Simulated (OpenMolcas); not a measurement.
# singlet [BH2]−: levels of theory compared

We compute a comparison of 6 runs (HF/STO-3G, HF/3-21G, B3LYP/6-31G*, B3LYP/def2-TZVPPD, BHLYP/def2-TZVPPD, revPBE/def2-TZVPPD) of singlet [BH2]−. 

The calculation is run with OpenMolcas 26.06.

1 further run of the same task is left out (set aside as unsound or not needed).

## 1. The molecule

The species is [BH2]− (3 atoms), meant as a singlet with charge -1. SMILES of the parent species: `[BH2]`. The coordinates come from a PBE0-D4/def2-TZVP relaxation. That shape belongs to the parent species and isn't relaxed for this state.

Bond lengths: B1–H2 1.191 Å, B1–H3 1.191 Å. Angles: H2–B1–H3 129.4°.

## 2. A single-point energy at HF/STO-3G (run 1)

The input, geom.xyz:

```xyz
3

B      0.265070    -0.167660     0.129730
H      0.292070     1.014920     0.270850
H     -0.557150    -0.847260    -0.400590
```

The input, calc.input:

```
&GATEWAY
 BasLib = $CurrDir
 Coord = geom.xyz
 Basis = STO-3G
 Group = NoSym

&SEWARD

&SCF
 Charge = -1
 Thresholds = 1e-10 1e-07 1e-07 1e-05
 PrOrbitals = 1 1
```

The basis set STO-3G is read from a file made from the Basis Set Exchange's data (not shown).

Run with:

```console
$ export MOLCAS_MEM=1860
$ pymolcas calc.input > calc.log
```

What it wrote:

```text
--- Start Module: gateway ---
[...]
--- Stop Module: gateway /rc=_RC_ALL_IS_WELL_ ---
--- Start Module: seward ---
[...]
      Basis functions            7
--- Stop Module: seward /rc=_RC_ALL_IS_WELL_ ---
[...]
--- Start Module: scf ---
[...]
       Convergence after  12 Iterations
[...]
::    Total SCF energy                                -25.1154000993
[...]
      Total spin, S                                     0.0000000000
[...]
      Total electronic charge=    8.000000
      Total            charge=   -1.000000
[...]
      Dipole Moment (debye):
      Origin of the operator (angstrom)=    0.2035   -0.1287    0.0996
                   X= -1.1708E+00               Y=  7.4052E-01               Z= -5.7300E-01           Total=  1.4991E+00
      Center of Charge (angstrom)
[...]
--- Stop Module: scf /rc=_RC_ALL_IS_WELL_ ---
[...]
```

Run time: 2.4 s. Hardware: 1 thread of AMD EPYC 7R43 (Zen 3), shared host; peak memory 0.36 GiB.

## 3. The energy at HF/3-21G (run 2)

The input, mol.input:

```
>>> EXPORT MOLCAS_PRINT=2

&GATEWAY
 BasLib = $CurrDir
 Coord
 3
 angstrom
 B        0.265070      -0.167660       0.129730
 H        0.292070       1.014920       0.270850
 H       -0.557150      -0.847260      -0.400590
 Basis = 3-21G
 Group = NoSym

&SEWARD

&SCF
 Charge = -1
 Thresholds = 1e-10 1e-07 1e-07 1e-05
 PrOrbitals = 1 1
```

The basis set 3-21G is read from a file made from the Basis Set Exchange's data (not shown).

Run with:

```console
$ export MOLCAS_MEM=1860
$ pymolcas mol.input > mol.log
```

What it wrote:

```text
--- Start Module: gateway ---
[...]
--- Stop Module: gateway /rc=_RC_ALL_IS_WELL_ ---
--- Start Module: seward ---
[...]
      Basis functions           13
--- Stop Module: seward /rc=_RC_ALL_IS_WELL_ ---
[...]
--- Start Module: scf ---
[...]
       Convergence after  14 Iterations
[...]
::    Total SCF energy                                -25.5091074927
[...]
      Total spin, S                                     0.0000000000
[...]
      Total electronic charge=    8.000000
      Total            charge=   -1.000000
[...]
      Dipole Moment (debye):
      Origin of the operator (angstrom)=    0.2035   -0.1287    0.0996
                   X= -2.0169E+00               Y=  1.2757E+00               Z= -9.8710E-01           Total=  2.5825E+00
      Center of Charge (angstrom)
[...]
--- Stop Module: scf /rc=_RC_ALL_IS_WELL_ ---
[...]
```

It took 2.4 s on 1 thread of AMD EPYC 7R43 (Zen 3), shared host; peak memory 0.37 GiB.

Runs 3 to 5 aren't shown in full; the table further down has their settings and results.

## 4. The energy at revPBE/def2-TZVPPD (run 6)

The input, struct.xyz:

```xyz
3

B      0.265070    -0.167660     0.129730
H      0.292070     1.014920     0.270850
H     -0.557150    -0.847260    -0.400590
```

The input, job.inp:

```
>>> EXPORT MOLCAS_PRINT=2

&GATEWAY
 BASLIB=$CurrDir
 COORD=struct.xyz
 BASIS=def2-TZVPPD
 GROUP=NoSym

&SEWARD
 GRIDINPUT
 Grid=UltraFine
 End of Grid

&SCF
 CHARGE=-1
 KSDFT=revPBE
 THRESHOLDS=1e-10 1e-07 1e-07 1e-05
 PRORBITALS=1 2
```

The basis set def2-TZVPPD is read from a file made from the Basis Set Exchange's data (not shown).

Run with:

```console
$ export MOLCAS_MEM=1860
$ pymolcas job.inp > job.log
```

What it wrote:

```text
--- Start Module: gateway ---
[...]
--- Stop Module: gateway /rc=_RC_ALL_IS_WELL_ ---
--- Start Module: seward ---
[...]
      Basis functions           71
--- Stop Module: seward /rc=_RC_ALL_IS_WELL_ ---
[...]
--- Start Module: scf ---
[...]
       Convergence after  17 Iterations
[...]
::    Total KS-DFT energy                             -25.9212480891
[...]
      Total spin, S                                     0.0000000000
[...]
      Total electronic charge=    8.000000
      Total            charge=   -1.000000
[...]
      Dipole Moment (debye):
      Origin of the operator (angstrom)=    0.2035   -0.1287    0.0996
                   X= -2.9087E+00               Y=  1.8398E+00               Z= -1.4236E+00           Total=  3.7245E+00
      Center of Charge (angstrom)
[...]
--- Stop Module: scf /rc=_RC_ALL_IS_WELL_ ---
[...]
```

Wall time 20 s (1 thread of AMD EPYC 7R43 (Zen 3), shared host); peak memory 0.42 GiB.

## 5. Overview of the runs

```
run                               level  Cartesian functions  integration grid  energy (Eh)  HOMO energy (eV)  LUMO energy (eV)  HOMO–LUMO gap (eV)  wall time
  1                           HF/STO-3G                   no                 –   -25.115400              7.37             19.48               12.11      2.4 s
  2                            HF/3-21G                   no                 –   -25.509107              1.78             10.11                8.33      2.4 s
  3  B3LYP/6-31G* (Cartesian functions)                  yes         UltraFine   -25.873544              4.80              6.47                1.67      5.4 s
  4                   B3LYP/def2-TZVPPD                   no         UltraFine   -25.940565              2.09              3.89                1.79       15 s
  5                   BHLYP/def2-TZVPPD                   no         UltraFine   -25.911472              1.29              4.47                3.19       14 s
  6                  revPBE/def2-TZVPPD                   no         UltraFine   -25.921248              2.74              3.16                0.42       20 s
```

## 6. Results

| quantity | value |
| --- | --- |
| run 6: total energy | -25.92125 Eh |
| run 6: HOMO energy | 2.74 eV |
| run 6: LUMO energy | 3.16 eV |
| run 6: HOMO–LUMO gap (to an unbound level, set by the basis) | 0.42 eV |

**Reading.** The HOMO–LUMO gap runs from 0.42 eV (revPBE/def2-TZVPPD) to 12.11 eV (HF/STO-3G). The two ends differ in method and basis. The empty levels of an anion lie above zero and hang on the basis. Totals of different functionals can't be ranked against each other. In runs 1, 2, 3, 4, 5, 6 the HOMO lies above zero, so the outermost electron may be held by the basis alone. In run 1 the basis is minimal, so the values are rough. All runs together took 59 s, the longest 20 s.
